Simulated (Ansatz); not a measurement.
hcp Mg, treated with r²SCANh in Ansatz (plane waves, PAW).

Numerical settings: plane-wave cutoff 520 eV, 12×12×6 k mesh (along the axes of the cell as run), Fermi–Dirac smearing 0.05 eV, scalar-relativistic PAW data made under PBE.

Computed at the level's own relaxed cell.

Problem. Estimate the equilibrium lattice constant a and lattice parameter c that the calculation returns.

Solution. 
* **equilibrium lattice constant a**: 3.187 Å
* **lattice parameter c**: 5.127 Å

Measured, for comparison: lattice constant a 3.209 Å, lattice parameter c 5.210 Å (293 K, not corrected to a static lattice; as tabulated in Wikipedia's data pages). Computed (rounded) less measured: lattice constant a -0.7 %, lattice parameter c -1.6 %. A static lattice is as a rule a little smaller and stiffer than an uncorrected measurement, which narrows the difference in the lattice constant a, lattice parameter c and would widen misses of the other sign.

Static lattice: no zero-point or thermal effects.

Ansatz is a quantum-chemistry and plane-wave program.
